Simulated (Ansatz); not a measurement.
**SiCO+ (doublet): from Hartree-Fock to the top rungs, cc-pVTZ**

The task here is to estimate one member of a computed series from the others.

The runs use Ansatz 0.2.0, Gaussian basis; cc-pVTZ, core rule «outside noble gas», up to 7 orbitals frozen.

The runs, in order: UHF; CCSD(T) on ROHF; CCSD(T) on UHF; BCCD(T) on ROHF; CCSDT(Q) on ROHF; CCSDT(Q) on UHF; CASSCF and NEVPT2, 13 electrons in 12 orbitals.

2 further runs of the same task are left out: 2 set aside as unsound or not needed.

### The system

The geometry is a PBE0/def2-TZVP stationary point (not a proven minimum) of the parent state, kept for this charge and spin.

3 atoms, charge 1, spin multiplicity 2.

Atoms are counted from 1 here; the program's logs count them from 0.

Bond lengths: C1–O2 1.168 Å, O2–Si3 1.859 Å. Angles: C1–O2–Si3 180.0°.

Set-up of the first run:

File in.yaml:

```yaml
crystal:
  periodic: [false, false, false]
  atoms:
    - {symbol: C, position_ang: [0.000000, 0.000000, -1.398000]}
    - {symbol: O, position_ang: [0.000000, 0.000000, -0.230400]}
    - {symbol: Si, position_ang: [0.000000, 0.000000, 1.628400]}
basis:
  gaussian: {orbitals: cc-pVTZ}
total_charge: 1
magnetization: {spin_polarized: true, initial_magnetization: 1}
hamiltonian: {xc: hf}
output: {orbitals: {seedname: orbitals}}
```

Launch:

```bash
> ansatz run in.yaml --threads 1 --pin off --events-out ev --progress --plain --max-ram 3968MiB --backend cpu
```

Steps of the session up to this table: UHF; CCSD(T) on ROHF; CCSD(T) on UHF; BCCD(T) on ROHF; CCSDT(Q) on ROHF; CCSDT(Q) on UHF; CASSCF and NEVPT2, 13 electrons in 12 orbitals.

One table of the session follows, with a row left open; its other results are not shown here.

```
        method  from UCCSDT(Q) (meV)
          ROHF              +12218.2
           UHF                     ?
          RMP2               +1201.4
          UMP2               +1223.4
         RCCSD                +602.9
         UCCSD                +596.5
      RCCSD(T)                 +53.6
      UCCSD(T)                 +53.5
       BCCD(T)                 +47.7
        RCCSDT                 +33.8
        UCCSDT                 +32.9
     RCCSDT(Q)                  +8.3
     UCCSDT(Q)                     0
CASSCF valence               +7603.9
NEVPT2 valence               +1781.6
```

**Question.** Estimate the row for UHF.

As computed: from UCCSDT(Q) (meV): +12064.6. In the column «from UCCSDT(Q) (meV)» it lies between CASSCF valence (+7603.9) and ROHF (+12218.2).

Limits of these values: Restricted and unrestricted rows rest on different reference determinants; where their highest levels disagree by more than a few hundredths of an eV, they describe different states and don't form one ladder.
